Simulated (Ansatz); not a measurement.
**AlBH (doublet): from Hartree-Fock to the top rungs at angle B1–Al2–H3 = 141.7°, 6-31G**

The task here is to estimate one member of a computed series from the others.

Program: Ansatz 0.2.0, Gaussian basis. Level of theory: 6-31G, core rule «outside noble gas», up to 6 orbitals frozen. These are calculated values, not measurements.

Plan: UHF; CCSD(T) on ROHF; CCSD(T) on UHF; BCCD(T) on ROHF; CISD; CCSDT(Q) on ROHF; CCSDT(Q) on UHF; CCSDTQ on ROHF; CCSDTQ on UHF; CASSCF and MRCISD+Q, 3 electrons in 3 orbitals; CASSCF and NEVPT2, 3 electrons in 3 orbitals; CASSCF and MRCISD+Q, 7 electrons in 9 orbitals; CASSCF and MRCISD+Q(relaxed), 7 electrons in 9 orbitals; CASSCF and NEVPT2, 7 electrons in 9 orbitals; Full CI.

14 further runs of the same task are left out: 8 that didn't finish, 6 set aside as unsound or not needed.

### What is computed

The geometry derives from a PBE0/def2-TZVP stationary point (not a proven minimum). One angle is set to the value named; bond lengths are kept.

3 atoms, charge 0, spin multiplicity 2.

Atoms are counted from 1 here; the program's logs count them from 0.

Bond lengths: B1–Al2 2.077 Å, Al2–H3 1.601 Å. Angles: B1–Al2–H3 141.7°.

Set-up of the first run:

Input file in.yaml:

```yaml
crystal:
  periodic: [false, false, false]
  atoms:
    - {symbol: B, position_ang: [0.000000, 0.075126, 1.529054]}
    - {symbol: Al, position_ang: [0.000000, 0.008162, -0.546523]}
    - {symbol: H, position_ang: [0.000000, -1.024277, -1.770506]}
basis:
  gaussian: {orbitals: 6-31G}
magnetization: {spin_polarized: true, initial_magnetization: 1}
hamiltonian: {xc: hf}
output: {orbitals: {seedname: orbitals}}
```

Command:

```sh
> ansatz run in.yaml --threads 1 --pin off --events-out ev --progress --plain --max-ram 2393MiB
```

Steps of the session up to this table: UHF; CCSD(T) on ROHF; CCSD(T) on UHF; BCCD(T) on ROHF; CISD; CCSDT(Q) on ROHF; CCSDT(Q) on UHF; CCSDTQ on ROHF; CCSDTQ on UHF; CASSCF and MRCISD+Q, 3 electrons in 3 orbitals; CASSCF and NEVPT2, 3 electrons in 3 orbitals; CASSCF and MRCISD+Q, 7 electrons in 9 orbitals; CASSCF and MRCISD+Q(relaxed), 7 electrons in 9 orbitals; CASSCF and NEVPT2, 7 electrons in 9 orbitals; Full CI.

One of the session's tables, all rows but one given; the rest of the session is left out.

| method | from FCI (kcal/mol) |
| --- | --- |
| RMP2 | +28.49 |
| CISD | +9.60 |
| RCCSD | +5.75 |
| RCCSD(T) | +1.79 |
| BCCD(T) | +2.32 |
| RCCSDT | +0.44 |
| RCCSDT(Q) | +0.06 |
| RCCSDTQ | +0.02 |
| CASSCF pair | +49.65 |
| NEVPT2 pair | +19.60 |
| MRCISD pair | +6.53 |
| MRCISD+Q pair | +3.11 |
| CASSCF valence | +13.57 |
| NEVPT2 valence | ? |
| MRCISD valence | +0.42 |
| MRCISD+Q valence | +0.17 |
| MRCISD+Q(relaxed) valence | -0.07 |
| FCI | 0 |

Q: Estimate the row for NEVPT2 valence from the others.

**Answer.** from FCI (kcal/mol): +4.17. In the column «from FCI (kcal/mol)» it lies between MRCISD+Q pair (+3.11) and RCCSD (+5.75).

Left out of the table: ROHF, UHF, UMP2, UCCSD, UCCSD(T), UCCSDT, UCCSDT(Q), UCCSDTQ (another determinant or state than the rows shown).

To keep in mind: MRCISD+Q(relaxed) valence falls below full CI: the +Q correction isn't variational, and the cores differ from full CI's.
